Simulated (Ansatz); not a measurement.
# Ga (model structure, started from the hcp type, P6₃/mmc, No. 194, 2 atoms in the cell): properties by level of theory

```tsv
level (code)	equilibrium lattice constant a (Å)	c axis length (Å)
PBE (Ansatz)	2.993	4.920
PBEsol (Ansatz)	2.924	4.818
PBE-D3(BJ) (Ansatz)	2.937	4.838
r²SCAN (Ansatz)	2.896	4.951
```

Ansatz's density-functional and Hartree–Fock values are scalar-relativistic unless marked +SOC, with PAW data made under PBE.

Static lattice: no zero-point or thermal effects.

A model structure was made by putting elements into a prototype or built by hand; it is no filed structure, need not be a known phase, and can be a saddle point held by its symmetry.

Ansatz is an electronic-structure program.
